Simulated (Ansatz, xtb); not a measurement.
# C3H4F2: which of these isomers lies lowest?

2 of its isomers, all singlets with charge 0: A = `C=C(F)CF`; B = `C=CC(F)F`.

Shapes, held fixed at every level: PBE0-D4/def2-TZVP. Flexible molecules stand in one conformer, not always the lowest. Programs: Ansatz 0.2.0, xtb 6.7.1.

A:

```xyz
9

C     0.8136   -0.4329   -1.0770
C     0.4855   -0.1321    0.1616
F     1.3589   -0.2528    1.1747
C    -0.8212    0.3684    0.6741
F    -1.7283    0.4983   -0.3446
H     0.0783   -0.3202   -1.8601
H     1.8055   -0.7895   -1.3182
H    -1.2204   -0.3294    1.4187
H    -0.6833    1.3439    1.1538
```

B:

```xyz
9

C    -0.5219   -0.5206   -1.1837
C     0.2280   -0.5382   -0.0954
C     0.2520    0.5589    0.9130
F    -0.4624    1.6340    0.5034
F     1.5353    0.9725    1.1123
H    -1.1697    0.3186   -1.4070
H    -0.5077   -1.3453   -1.8857
H     0.8775   -1.3764    0.1375
H    -0.1425    0.2504    1.8886
```

Electronic energies in kJ/mol, without zero-point or thermal terms.

(1) From chemical knowledge, estimate the order of stability.

Answers

(1) B < A in rising energy, over a span of 25 kJ/mol, by CCSD(T)/CBS estimate. GFN2-xTB puts A lowest. The B − A difference spans -30.3 to +5.6 kJ/mol over the levels. The CBS estimate extrapolates MP2 from def2-TZVPP and def2-QZVPP and adds CCSD(T) − MP2 in the triple-zeta set, cores frozen.

```csv
level,kind,B − A
GFN2-xTB,semi-empirical,+5.6
HF/def2-SVP,Hartree–Fock,-30.3
SPW92/def2-TZVPP,LDA,-17.2
PBE-D4/def2-TZVPP,GGA,-17.9
B3LYP-D4/def2-TZVPP,global hybrid,-20.1
CCSD(T)/def2-SVP,coupled cluster or CI,-29.7
CCSD/def2-SVP,coupled cluster or CI,-29.5
CCSD(T)/def2-TZVPP,coupled cluster or CI,-26.0
CCSD(T)/CBS estimate,coupled cluster or CI,-25.2
```
